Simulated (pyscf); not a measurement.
Thermochemistry of product channels of H₂N–SiH(NH₂)–NH₂ on the singlet surface, in kJ/mol, from ωB97M-D3(BJ)/def2-TZVP energies (ideal gas, 1 atm, RRHO with modes under 100 cm⁻¹ raised to 100, one conformer, R ln 2 for chiral ones without a mode under 150 cm⁻¹). PySCF, gas phase, ωB97X-D3(BJ)/def2-SVP geometries.

```csv
products,ΔE,ΔH(298 K),ΔG(600 K),ΔG(900 K)
ammonia (NH₃) + H₂N–Si:–NH₂ [singlet],___,+183.7,+99.8,+60.8
HN=Si(NH₂)–NH₂ + hydrogen (H₂),___,+193.4,+114.6,+73.4
```

**Question.** Complete the blanks.

**Answer.** 
- ammonia (NH₃) + H₂N–Si:–NH₂ [singlet], ΔE: +182.3
- HN=Si(NH₂)–NH₂ + hydrogen (H₂), ΔE: +215.2

These are energies of the channels, which say nothing of barriers.
